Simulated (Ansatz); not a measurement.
```yaml
crystal:
  periodic: [false, false, false]
  atoms:
    - {symbol: Al, position_ang: [0.000000, 0.000000, 0.000000]}
    - {symbol: As, position_ang: [0.000000, 0.000000, 2.232000]}
basis:
  gaussian: {orbitals: def2-TZVP}
magnetization: {spin_polarized: true, initial_magnetization: 2}
hamiltonian: {xc: pbe0}
relax: {f_tol: 0.004, max_steps: 80}
```

```sh
$ ansatz run in.yaml --threads 1 --pin off --events-out ev --progress --plain --max-ram 2176MiB
```

Steps of the relaxation (energy above the last step; positions in Å, forces in eV/Å):

```
2
step 1, 31.8 meV
Al    0.000    0.000    0.000    0.000    0.000   -0.917
As    0.000    0.000    2.232    0.000    0.000    0.917
```

```
2
step 2, 1.5 meV
Al    0.000    0.000   -0.028    0.000    0.000   -0.186
As    0.000    0.000    2.260    0.000    0.000    0.186
```

```
2
step 3, 0.0 meV
Al    0.000    0.000   -0.036    0.000    0.000   -0.013
As    0.000    0.000    2.268    0.000    0.000    0.013
```

```
2
step 4, 0.0 meV
Al    0.000    0.000   -0.037    0.000    0.000    0.000
As    0.000    0.000    2.269    0.000    0.000    0.000
```

Close pairs at the end: Al1–As2 2.305 Å.

A stationary point of unrestricted PBE0 after 4 steps, with ⟨S²⟩ = 2.014 against 2.00 for a pure state. 26 s on 1 thread of Arm Neoverse V2, shared host.
